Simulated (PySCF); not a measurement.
O2S, septet, geometry from GFN2-xTB of the parent state (a higher spin typed on purpose: for a closed-shell molecule this is an excited state) (in this run its highest filled SCF level lies above zero, so its values depend strongly on the basis, on diffuse functions most of all); BLYP/cc-pVDZ run with PySCF.

Here is a job for PySCF.
```python
from pyscf import gto, scf, dft

mol = gto.M(
    atom='''
O    -1.266836    0.436461   -0.024666
S    -0.018368   -0.373545    0.019250
O     1.303571    0.310630   -0.013833
''',
    basis='cc-pvdz',
    charge=0,
    spin=6,
    verbose=4,
)

mf = dft.UKS(mol)
mf.xc = 'blyp'
mf.kernel()
mf.analyze()
```

Output, abridged:

```
PySCF version 2.14.0

[INPUT] verbose = 4
[INPUT] num. atoms = 3
[INPUT] num. electrons = 32
[INPUT] charge = 0
[INPUT] spin (= nelec alpha-beta = 2S) = 6
[INPUT] symmetry False subgroup None
[INPUT] Mole.unit = angstrom
[INPUT] Symbol           X                Y                Z      unit          X                Y                Z       unit  Magmom
[INPUT]  1 O     -1.266836000000   0.436461000000  -0.024666000000 AA   -2.393973084740   0.824791754054  -0.046611984589 Bohr   0.0
[INPUT]  2 S     -0.018368000000  -0.373545000000   0.019250000000 AA   -0.034710489456  -0.705897745201   0.036377227898 Bohr   0.0
[INPUT]  3 O      1.303571000000   0.310630000000  -0.013833000000 AA    2.463392173925   0.587005626074  -0.026140581481 Bohr   0.0

nuclear repulsion = 104.148489164881
number of shells = 15
number of NR pGTOs = 93
number of NR cGTOs = 46
basis = cc-pvdz
ecp = {}

******** <class 'pyscf.dft.uks.UKS'> ********
method = UKS
initial guess = minao
damping factor = 0
level_shift factor = 0
DIIS = <class 'pyscf.scf.diis.CDIIS'>
diis_start_cycle = 1
diis_space = 8
diis_damp = 0
SCF conv_tol = 1e-09
SCF conv_tol_grad = None
SCF max_cycles = 50
direct_scf = True
direct_scf_tol = 1e-13
number electrons alpha = 19  beta = 13
XC library pyscf.dft.libxc version 7.1.2
    S. Lehtola, C. Steigemann, M. J. T. Oliveira, and M. A. L. Marques,  SoftwareX 7, 1–5 (2018)
XC functionals = blyp
    A. D. Becke,  Phys. Rev. A 38, 3098 (1988)
    C. Lee, W. Yang, and R. G. Parr,  Phys. Rev. B 37, 785 (1988)
    B. Miehlich, A. Savin, H. Stoll, and H. Preuss,  Chem. Phys. Lett. 157, 200 (1989)
radial grids:
    Treutler-Ahlrichs [JCP 102, 346 (1995); DOI:10.1063/1.469408] (M4) radial grids

becke partition: Becke, JCP 88, 2547 (1988); DOI:10.1063/1.454033
pruning grids: <function nwchem_prune>
grids dens level: 3
symmetrized grids: False
atomic radii adjust function: <function treutler_atomic_radii_adjust>
small_rho_cutoff = 0
Set gradient conv threshold to 3.16228e-05
tot grids = 47048
init E= -549.115031500918

cycle= 1 E= -547.86510388408  delta_E= 1.25  |g|= 0.193  |ddm|= 3.55

cycle= 2 E= -547.842355239887  delta_E= 0.0227  |g|= 0.304  |ddm|= 0.347

cycle= 3 E= -547.880117418654  delta_E= -0.0378  |g|= 0.0612  |ddm|= 0.27

cycle= 4 E= -547.882131493992  delta_E= -0.00201  |g|= 0.0192  |ddm|= 0.113

cycle= 5 E= -547.882267387164  delta_E= -0.000136  |g|= 0.014  |ddm|= 0.0318

cycle= 6 E= -547.882348214185  delta_E= -8.08e-05  |g|= 0.00573  |ddm|= 0.0121

cycle= 7 E= -547.882364625663  delta_E= -1.64e-05  |g|= 0.000261  |ddm|= 0.00392

cycle= 8 E= -547.882364656769  delta_E= -3.11e-08  |g|= 6.7e-05  |ddm|= 0.000732

cycle= 9 E= -547.882364658915  delta_E= -2.15e-09  |g|= 1.79e-05  |ddm|= 0.000203

cycle= 10 E= -547.882364659071  delta_E= -1.56e-10  |g|= 3.57e-06  |ddm|= 5.35e-05

Extra cycle  E= -547.882364659052  delta_E= 1.93e-11  |g|= 7.41e-06  |ddm|= 9.35e-06
converged SCF energy = -547.882364659052  <S^2> = 12.005877  2S+1 = 7.0016789
**** SCF Summaries ****
Total Energy =                        -547.882364659051973
Nuclear Repulsion Energy =             104.148489164881227
One-electron Energy =                 -961.756502848791911
Two-electron Energy =                  309.725649024858740
Two-electron Coulomb Energy =          352.646992107145991
DFT Exchange-Correlation Energy =      -42.921343082287244
**** MO energy ****
                             alpha | beta                alpha | beta
MO #1   energy= -88.2159855274512  | -88.2057266332904  occ= 1 | 1
MO #2   energy= -18.9383738707603  | -18.8951362193431  occ= 1 | 1
MO #3   energy= -18.9383553508373  | -18.8951218598994  occ= 1 | 1
MO #4   energy= -7.75866198914299  | -7.74801875530394  occ= 1 | 1
MO #5   energy= -5.78984285366658  | -5.77852523374777  occ= 1 | 1
MO #6   energy= -5.78716364847949  | -5.77281121332967  occ= 1 | 1
MO #7   energy= -5.78422056499065  | -5.76902565392194  occ= 1 | 1
MO #8   energy= -1.09764173903326  | -1.00715428668356  occ= 1 | 1
MO #9   energy= -1.03791294237819  | -0.939092996889654 occ= 1 | 1
MO #10  energy= -0.631456271719226 | -0.550262186914822 occ= 1 | 1
MO #11  energy= -0.508829347151253 | -0.43998784962234  occ= 1 | 1
MO #12  energy= -0.488953411266184 | -0.391677717969276 occ= 1 | 1
MO #13  energy= -0.484986616497581 | -0.388997147354782 occ= 1 | 1
MO #14  energy= -0.424649172151251 | -0.316639550286952 occ= 1 | 0
MO #15  energy= -0.413882494413245 | -0.302132344552177 occ= 1 | 0
MO #16  energy= -0.345176481819639 | -0.241021034326828 occ= 1 | 0
MO #17  energy= -0.199999406692835 | -0.0961894762346276 occ= 1 | 0
MO #18  energy= -0.0321951032400323 | 0.058806023930341  occ= 1 | 0
MO #19  energy= 0.0198157847605911 | 0.10978292153829   occ= 1 | 0
MO #20  energy= 0.372828370290567  | 0.417208986897543  occ= 0 | 0
MO #21  energy= 0.393247738120594  | 0.445042467910659  occ= 0 | 0
MO #22  energy= 0.397225959607361  | 0.453019782506845  occ= 0 | 0
MO #23  energy= 0.413922703133748  | 0.467401984815397  occ= 0 | 0
MO #24  energy= 0.495079993445847  | 0.591059982361259  occ= 0 | 0
MO #25  energy= 0.506567378558322  | 0.597822793835782  occ= 0 | 0
MO #26  energy= 0.517585555392865  | 0.600274684950688  occ= 0 | 0
MO #27  energy= 0.665848668169313  | 0.721673404379088  occ= 0 | 0

To work with the spin densities directly, `use mulliken_meta_spin()` only printing them here.

 ** Mulliken spin pop alpha/beta on meta-lowdin orthogonal AOs **
 ** Mulliken Spin Density (per AO)  **
spin_pop of  0 O 1s       -0.00001
spin_pop of  0 O 2s        0.08236
spin_pop of  0 O 3s        0.00532
spin_pop of  0 O 2px       0.40523
spin_pop of  0 O 2py       0.57215
spin_pop of  0 O 2pz       0.66791
spin_pop of  0 O 3px       0.00486
spin_pop of  0 O 3py       0.00176
spin_pop of  0 O 3pz       0.00136
spin_pop of  0 O 3dxy      0.00124
spin_pop of  0 O 3dyz      0.00024
spin_pop of  0 O 3dz^2     0.00055
spin_pop of  0 O 3dxz      0.00042
spin_pop of  0 O 3dx2-y2    0.00165
spin_pop of  1 S 1s        0.00000
spin_pop of  1 S 2s        0.00007
spin_pop of  1 S 3s        0.39920
spin_pop of  1 S 4s        0.02264
spin_pop of  1 S 2px       0.00004
spin_pop of  1 S 2py       0.00007
spin_pop of  1 S 2pz       0.00007
spin_pop of  1 S 3px       0.63018
spin_pop of  1 S 3py       0.62599
spin_pop of  1 S 3pz       0.65044
spin_pop of  1 S 4px       0.06237
spin_pop of  1 S 4py       0.01898
spin_pop of  1 S 4pz       0.00169
spin_pop of  1 S 3dxy      0.04780
spin_pop of  1 S 3dyz     -0.00009
spin_pop of  1 S 3dz^2     0.03379
spin_pop of  1 S 3dxz      0.00768
spin_pop of  1 S 3dx2-y2    0.00897
spin_pop of  2 O 1s       -0.00001
spin_pop of  2 O 2s        0.08236
spin_pop of  2 O 3s        0.00532
spin_pop of  2 O 2px       0.37355
spin_pop of  2 O 2py       0.60369
spin_pop of  2 O 2pz       0.66806
spin_pop of  2 O 3px       0.00506
spin_pop of  2 O 3py       0.00156
spin_pop of  2 O 3pz       0.00135
spin_pop of  2 O 3dxy      0.00112
spin_pop of  2 O 3dyz      0.00018
spin_pop of  2 O 3dz^2     0.00055
spin_pop of  2 O 3dxz      0.00048
spin_pop of  2 O 3dx2-y2    0.00177
 ** Mulliken Spin Density (per atom)  **
spin density of  0 O =      1.74504
spin density of  1 S =      2.50991
spin density of  2 O =      1.74505
 ** Mulliken pop alpha/beta on meta-lowdin orthogonal AOs **
 ** Mulliken pop       alpha | beta **
In total            19.00000 | 13.00000
 ** Mulliken atomic charges   ( Nelec_alpha | Nelec_beta ) **
charge of  0O =     -0.11431  (     4.92968      3.18464 )
charge of  1S =      0.22862  (     9.14064      6.63073 )
charge of  2O =     -0.11431  (     4.92968      3.18463 )
Dipole moment(X, Y, Z, Debye):  0.04748,  0.96548, -0.04975
```
